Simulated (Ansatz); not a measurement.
Input for Ansatz (development build ahead of 0.2.0):

```yaml
crystal:
  periodic: [false, false, false]
  atoms:
    - { symbol: B, position_ang: [0.0, 0.0, -0.51815] }
    - { symbol: O, position_ang: [0.0, 0.0, 0.51815] }
basis:
  gaussian: { orbitals: cc-pVTZ }
magnetization:
  spin_polarized: true
  initial_magnetization: 1
hamiltonian:
  xc: hf
correlation:
  method: ccsd_t
  frozen_orbitals: { B: 1, O: 1 }
```

The input is written out in the form of the current development build from the run's settings.

The run gave:

| Property | Result |
| --- | --- |
| Converged | yes |
| Reference energy | -99.50121 hartree |
| Correlation energy | -0.29645 hartree |
| Total energy | -99.79766 hartree |
